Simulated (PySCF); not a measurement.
# A diatomic session: AlO

One table from this session's results is given with a row withheld; the runs are named, their logs left out.

Computed with PySCF 2.14.0. Level: Al pcseg-1, O pcseg-1, no relativity.

Set-up of the first run:

The job is set up so:

| Property | Result |
| --- | --- |
| atoms | Al, O |
| charge | 0 |
| basis | Al pcseg-1, O pcseg-1 |
| Hamiltonian | no relativity |
| basis functions | 32 |
| electrons treated | 21 |
| masses in u | 26.9815, 15.9949 |
| levels | PBE0, PBE, r²SCAN, BLYP, r²SCAN0, LDA, HF, MP2, SCS-MP2, CCSD, CCSD(T) |
| grid | 80 radial by 434 angular points |
| occupations | held fixed by the projection of orbital angular momentum |
| dissociation limit | Al + O, each in its ground configuration |
| starting distance in angstrom | 1.795 |
| values of 2S to try | 1, 3 |

Command:

```console
OMP_NUM_THREADS=1 python dia.py task.json out
```

Among the steps run: Set-up; First curve: PBE0; Higher solutions at PBE0; PBE; r²SCAN (meta-GGA); BLYP; r²SCAN0; LDA; UHF; MP2 and coupled cluster.

One table of the session follows, with a row left open; its other results are not shown here.

It belongs to the step «Constants by level of theory». 

| level | Re (Å) | ωe (cm⁻¹) | De (eV) | μ (D) |
| --- | --- | --- | --- | --- |
| LDA | 1.632 | 988 | 6.39 | -3.92 |
| PBE | 1.650 | 946 | 5.49 | -3.84 |
| BLYP | ? | ? | ? | ? |
| r²SCAN | 1.634 | 980 | 5.26 | -4.18 |
| PBE0 | 1.635 | 956 | 4.81 | -4.16 |
| r²SCAN0 | 1.626 | 965 | 4.67 | -4.38 |

Estimate the missing values for BLYP.

The run gave: Re (Å): 1.656; ωe (cm⁻¹): 927; De (eV): 5.39; μ (D): -3.75. In the column «Re (Å)» it is the highest.

De is counted to Al + O in their ground configurations.
